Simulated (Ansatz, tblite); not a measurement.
Removing an electron: Mg3H5⁻ (the lowest singlet isomer of a short search). The state is a singlet with charge -1. Geometry: r2SCAN-D4/def2-TZVPD. Ansatz, gas phase; energy differences of separate SCF runs; the oxidised species was run as a doublet alone.

Cartesian coordinates in Å:
```
Mg 1.134 0.496 0.478
Mg 0.401 -1.553 -1.564
Mg -1.654 -0.171 -0.145
H 1.982 1.594 1.565
H -3.303 0.222 0.275
H -0.224 -0.821 0.938
H -0.252 0.936 -0.815
H 1.915 -0.701 -0.732
```

The xTB rows come from tblite. The structure comes from a short search, and lower isomers may exist.

```csv
level,−HOMO (eV),vertical IE (eV),−LUMO (eV),HOMO–LUMO gap (eV),remarks
GFN1-xTB,4.45,7.38,0.74,3.71,–
GFN2-xTB,3.83,6.49,0.77,3.06,–
PBE-D4/def2-TZVPD,0.26,2.50,-1.59,1.85,restricted SCF unstable in HF (-1 singlet)
r2SCAN-D4/def2-TZVPD,0.34,2.33,-1.72,2.06,restricted SCF unstable in HF (-1 singlet)
PBE0-D4/def2-TZVPD,0.91,2.51,-2.10,3.01,restricted SCF unstable in HF (-1 singlet)
```

  Raw xTB energy differences between charge states are shifted by several eV; the methods need an empirical correction for them.
